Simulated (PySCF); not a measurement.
**Stretching AlS**

Set-up: PySCF, no relativity, basis sets Al aug-pcseg-1, S aug-pcseg-1. Energies in eV from Al + S in their ground configurations at the same level. State: ²Σ⁺ (doublet), unpaired electrons σ ↑.

```
R (Å)     PBE
1.759  -2.985
1.841  -3.743
1.922  -4.169
1.984  -4.328
2.045  -4.385
2.106  -4.365
2.188  -4.252
2.290  -4.021
2.413  -3.679
2.577  -3.199
```

Q: Put a parabola through the three lowest points of the PBE curve and estimate Re, k and ωe (reduced mass 14.63 u; 1 eV/Å² = 0.16022 mdyn/Å; ωe = 1302.8·√(k/μ) cm⁻¹).

A: Through R = 1.984, 2.045, 2.106 Å the second-order coefficient is 10.3 eV/Å², so Re ≈ 2.060 Å, k ≈ 3.32 mdyn/Å and ωe ≈ 620 cm⁻¹. A polynomial fit of higher order to the unrounded PBE energies gives Re = 2.057 Å, k = 3.09 mdyn/Å, ωe = 599 cm⁻¹; anharmonicity and rounding make the difference.

The higher-order fit for each curve: PBE: Re = 2.057 Å, ωe = 599 cm⁻¹, De = 4.39 eV.

The state was picked by a PBE0 search and need not be the measured ground state.
